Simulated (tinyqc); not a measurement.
Worked calculation (part 2 of 2): RHF in the sto-3g basis, for H2O, spin multiplicity 1. Computed by tinyqc, a small Python program that keeps every step (integrals from PySCF). Command: `OMP_NUM_THREADS=1 python tinyqc.py 23259 23260 out.jsonl` (the two numbers bound the seeds that draw the settings). One thread of a shared host (Intel(R) Xeon(R) Processor @ 2.60GHz), about 0.1 s of CPU time with the checks.

Geometry (angstrom):
```
atom         x          y         z
O     0.000000   0.000000  0.000000
H     0.000000   0.794000  0.674000
H     0.000000  -0.778000  0.660000
```

## Iteration 10 (converged): orbitals

converged F (hartree):
```
             1O 1s      1O 2s     1O 2px     1O 2py     1O 2pz      2H 1s      3H 1s
1O 1s   -20.249588  -5.164086   0.000000   0.000432  -0.027478  -0.980088  -1.030617
1O 2s    -5.164086  -2.429056   0.000000   0.004812  -0.101943  -0.889294  -0.921267
1O 2px    0.000000   0.000000  -0.391544   0.000000   0.000000   0.000000   0.000000
1O 2py    0.000432   0.004812   0.000000  -0.268926   0.005340  -0.363343   0.370329
1O 2pz   -0.027478  -0.101943   0.000000   0.005340  -0.312726  -0.358392  -0.364343
2H 1s    -0.980088  -0.889294   0.000000  -0.363343  -0.358392  -0.480601  -0.333410
3H 1s    -1.030617  -0.921267   0.000000   0.370329  -0.364343  -0.333410  -0.504630
```

X:
```
            1O 1s      1O 2s    1O 2px     1O 2py     1O 2pz      2H 1s      3H 1s
1O 1s    1.023893  -0.139678  0.000000   0.000303  -0.009181   0.020034   0.020627
1O 2s   -0.139678   1.194373  0.000000  -0.004338   0.093600  -0.246348  -0.259981
1O 2px   0.000000   0.000000  1.000000   0.000000   0.000000   0.000000   0.000000
1O 2py   0.000303  -0.004338  0.000000   1.085811  -0.002018  -0.192675   0.199000
1O 2pz  -0.009181   0.093600  0.000000  -0.002018   1.050805  -0.134974  -0.140854
2H 1s    0.020034  -0.246348  0.000000  -0.192675  -0.134974   1.159866  -0.082298
3H 1s    0.020627  -0.259981  0.000000   0.199000  -0.140854  -0.082298   1.171286
```

Diagonalise F' = X^T F X, C = X C', fill 5 alpha and 5 beta electrons from the bottom; D = 2 C_occ C_occ^T. Each column has its largest component positive (the first on a tie).

F' = X^T F X (hartree):
```
            1          2          3          4          5          6          7
1  -19.872727  -2.689999   0.000000   0.000483  -0.056508  -0.128397  -0.142023
2   -2.689999  -1.280545   0.000000  -0.002843   0.112825  -0.443597  -0.463616
3    0.000000   0.000000  -0.391544   0.000000   0.000000   0.000000   0.000000
4    0.000483  -0.002843   0.000000  -0.017248   0.001070  -0.425119   0.433120
5   -0.056508   0.112825   0.000000   0.001070  -0.159221  -0.324331  -0.332489
6   -0.128397  -0.443597   0.000000  -0.425119  -0.324331  -0.005508  -0.093417
7   -0.142023  -0.463616   0.000000   0.433120  -0.332489  -0.093417  -0.000654
```

orbital energies (hartree): MO1 -20.258094, MO2 -1.239698, MO3 -0.572683, MO4 -0.455979, MO5 -0.391544, MO6 0.543674, MO7 0.646877

coefficients C:
```
              MO1        MO2        MO3        MO4       MO5        MO6        MO7
1O 1s    0.994308  -0.235615  -0.004084   0.101379  0.000000   0.118912   0.013380
1O 2s    0.025096   0.859866   0.021850  -0.521859  0.000000  -0.749675  -0.090924
1O 2px   0.000000   0.000000   0.000000   0.000000  1.000000   0.000000   0.000000
1O 2py  -0.000123  -0.004825   0.613850   0.011898  0.000000  -0.089900   0.933100
1O 2pz   0.003803   0.109560  -0.015652   0.745627  0.000000  -0.759362  -0.079034
2H 1s   -0.005045   0.147778   0.447765   0.321291  0.000000   0.808154  -0.699853
3H 1s   -0.005289   0.155344  -0.454516   0.300208  0.000000   0.667378   0.860161
```

D after iteration 10:
```
            1O 1s      1O 2s    1O 2px     1O 2py     1O 2pz      2H 1s      3H 1s
1O 1s    2.108916  -0.461278  0.000000  -0.000573   0.107244  -0.018184  -0.019138
1O 2s   -0.461278   2.025629  0.000000   0.006104  -0.590305  -0.061885  -0.066310
1O 2px   0.000000   0.000000  2.000000   0.000000   0.000000   0.000000   0.000000
1O 2py  -0.000573   0.006104  0.000000   0.753953  -0.002531   0.555941  -0.552363
1O 2pz   0.107244  -0.590305  0.000000  -0.002531   1.136444   0.497452   0.495913
2H 1s   -0.018184  -0.061885  0.000000   0.555941   0.497452   0.651170  -0.168158
3H 1s   -0.019138  -0.066310  0.000000  -0.552363   0.495913  -0.168158   0.641739
```

## Convergence

Stop when the energy changes by less than 1e-09 hartree and every element of the error matrix X^T (F D S - S D F) X is below 9e-06.

Course of the cycle:
```
iteration   E (hartree)     change  largest element of the error matrix
1          -75.32781701          -                             1.18e+00
2          -74.92021631   4.08e-01                             1.95e-01
3          -74.96130362  -4.11e-02                             2.43e-02
4          -74.96214898  -8.45e-04                             4.95e-03
5          -74.96217558  -2.66e-05                             9.63e-04
6          -74.96217691  -1.33e-06                             2.60e-04
7          -74.96217702  -1.10e-07                             7.92e-05
8          -74.96217703  -1.44e-08                             3.09e-05
9          -74.96217703  -2.53e-09                             1.36e-05
10         -74.96217703  -5.02e-10                             5.99e-06
```

PySCF RHF in the same basis = -74.96217703 hartree

Converged in 10 iterations.

## Populations, bond orders and dipole

overlap S:
```
           1O 1s     1O 2s    1O 2px     1O 2py    1O 2pz     2H 1s      3H 1s
1O 1s   1.000000  0.236704  0.000000   0.000000  0.000000  0.044156   0.046454
1O 2s   0.236704  1.000000  0.000000   0.000000  0.000000  0.421191   0.434379
1O 2px  0.000000  0.000000  1.000000   0.000000  0.000000  0.000000   0.000000
1O 2py  0.000000  0.000000  0.000000   1.000000  0.000000  0.276631  -0.282742
1O 2pz  0.000000  0.000000  0.000000   0.000000  1.000000  0.234823   0.239858
2H 1s   0.044156  0.421191  0.000000   0.276631  0.234823  1.000000   0.231371
3H 1s   0.046454  0.434379  0.000000  -0.282742  0.239858  0.231371   1.000000
```

Mulliken: Z minus the diagonal of D S on the atom; Loewdin: the same with S^(1/2) D S^(1/2); Mayer order: 2 sum_s sum (D(s) S)_ij (D(s) S)_ji over the two atoms.

Charges (e):
```
atom   Mulliken    Loewdin
1O    -0.295737  -0.210267
2H     0.144001   0.103007
3H     0.151735   0.107260
```

Mayer bond orders:
```
pair     order
2-1   0.972217
3-1   0.969930
3-2   0.007046
```

dipole moment about the origin, x y z (debye): 0.000000  -0.014670  1.653818
